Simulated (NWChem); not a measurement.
**C2H2F2 (vinylidene fluoride) at PBE0/6-31G(d,p) (spherical functions)**

What is the vertical ionisation energy of C2H2F2 (vinylidene fluoride) at PBE0/6-31G** (spherical functions)? 

The results are computed with NWChem 7.3.0.

### 1 Starting point

C2H2F2: 6 atoms, total charge 0, spin state singlet. As SMILES, `C=C(F)F`. Geometry: relaxed at PBE0-D4/def2-TZVP.

Bond lengths: C1–C2 1.315 Å, C2–F3 1.313 Å, C2–F4 1.313 Å, C1–H5 1.079 Å, C1–H6 1.079 Å. Angles: C1–C2–F3 125.2°, C1–C2–F4 125.2°, F3–C2–F4 109.6°, C2–C1–H5 119.7°, C2–C1–H6 119.7°, H5–C1–H6 120.6°.

### 2 The energy at PBE0/6-31G(d,p) (spherical functions)

The input, job.nw:

```
start job
title "C2H2F2 PBE0"
memory 2200 mb
geometry noautosym nocenter noautoz
  C     -0.115900     0.471000    -0.544400
  C      0.105000    -0.394600     0.420100
  F     -0.454900    -0.363600     1.607600
  F      0.919200    -1.422100     0.343000
  H      0.394200     0.360600    -1.488400
  H     -0.805600     1.284800    -0.384200
end
basis "ao basis" spherical bse
  * library 6-31G**
end
dft
  xc pbe0
  mult 1
  grid fine
  convergence energy 1e-08
  iterations 100
  mulliken
  print low
end
task dft energy
```

On the command line:

```
$ nwchem job.nw > job.out
```

What it wrote:

```text
[...]
 d= 0,ls=0.0,diis     1   -276.6747926179 -3.95D+02  1.60D-02  9.35D-01     0.8
[...]
 d= 0,ls=0.0,diis     8   -276.7793027495 -5.61D-09  3.60D-06  1.28D-07     4.8
         Total DFT energy =     -276.779302749458
      One electron energy =     -616.559817097966
           Coulomb energy =      253.786685201160
    Exchange-Corr. energy =      -32.259371045175
 Nuclear repulsion energy =      118.253200192523
[...]
      Total Density - Mulliken Population Analysis
     ---------------------------------------------
    Atom       Charge   Shell Charges
 -----------   ------   -------------------------------------------------------
    1 C    6     6.42   2.00  0.66  2.10  0.58  1.06  0.03
    2 C    6     5.35   2.00  0.68  1.88  0.25  0.41  0.12
    3 F    9     9.27   2.00  0.94  3.30  1.03  1.99  0.02
    4 F    9     9.27   2.00  0.94  3.30  1.03  1.99  0.02
    5 H    1     0.84   0.52  0.31  0.01
    6 H    1     0.84   0.52  0.31  0.01
[...]
```

Run time: 5.4 s. Hardware: 1 thread of Intel Xeon Platinum 8488C (Sapphire Rapids), shared host; peak memory 0.11 GiB.

### 3 The doublet cation, same level

The input, sp.nw:

```
start sp
memory total 2200 mb
charge 1

geometry units angstroms noautosym nocenter noautoz
   C    -0.115900    0.471000   -0.544400
   C     0.105000   -0.394600    0.420100
   F    -0.454900   -0.363600    1.607600
   F     0.919200   -1.422100    0.343000
   H     0.394200    0.360600   -1.488400
   H    -0.805600    1.284800   -0.384200
end

basis spherical bse
   * library 6-31G**
end

dft
   xc pbe0
   mult 2
   grid fine
   convergence energy 1e-08
   iterations 100
   mulliken
   print low
end

task dft energy
```

On the command line:

```
$ nwchem sp.nw > sp.out
```

What it wrote:

```text
[...]
 d= 0,ls=0.0,diis     1   -276.2035912452 -3.94D+02  1.42D-02  5.39D-01     1.0
[...]
 d= 0,ls=0.0,diis    12   -276.4058191890 -2.22D-10  5.00D-08  3.09D-11    10.5
[...]
         Total DFT energy =     -276.405819189035
      One electron energy =     -606.699917142155
           Coulomb energy =      243.909543561979
    Exchange-Corr. energy =      -31.868645801382
 Nuclear repulsion energy =      118.253200192523
[...]
      Total Density - Mulliken Population Analysis
     ---------------------------------------------
    Atom       Charge   Shell Charges
 -----------   ------   -------------------------------------------------------
    1 C    6     6.19   2.00  0.72  2.02  0.63  0.79  0.03
    2 C    6     5.16   2.00  0.72  1.82  0.24  0.26  0.13
    3 F    9     9.13   2.00  0.96  3.26  1.02  1.87  0.02
    4 F    9     9.13   2.00  0.96  3.26  1.02  1.87  0.02
    5 H    1     0.69   0.50  0.18  0.01
    6 H    1     0.69   0.50  0.18  0.01
[...]
      <S2> =      0.7523 (Exact =     0.7500)
[...]
```

Run time: 11 s. Hardware: 1 thread of Intel Xeon Platinum 8488C (Sapphire Rapids), shared host; peak memory 0.11 GiB.

### 4 Outcome

Level: PBE0/6-31G** (spherical functions).

| quantity | value |
| --- | --- |
| singlet C2H2F2: total energy | -276.77930 Eh |
| doublet cation: total energy | -276.40582 Eh |
| doublet cation: ⟨S²⟩ | 0.752 |
| vertical ionisation energy (to the doublet cation) | 10.163 eV |

Removing an electron at fixed nuclei costs 10.16 eV (981 kJ/mol). Mulliken charges (singlet C2H2F2) run from -0.42 on C1 to +0.65 on C2; they depend strongly on the basis.
